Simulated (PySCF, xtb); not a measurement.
fluoroethene (C2H3F), SMILES C=CF.

Harmonic wavenumbers (cm⁻¹) from GFN2-xTB (xtb 6.7.1) at its own minimum, in rising order: 452, 665, 853, 928, 990, 1123, 1258, 1362, 1711, 3077, 3131, 3174.

Task: What does PBE-D3(BJ)/def2-TZVP (PySCF) give at its own minimum? (Estimate from the structure and the level; the computed values follow.)

Result: 472, 707, 835, 908, 924, 1135, 1290, 1362, 1659, 3102, 3121, 3200. Paired by order, the mean absolute difference is 27 cm⁻¹ and the zero-point energies are 26.8 and 26.8 kcal/mol.
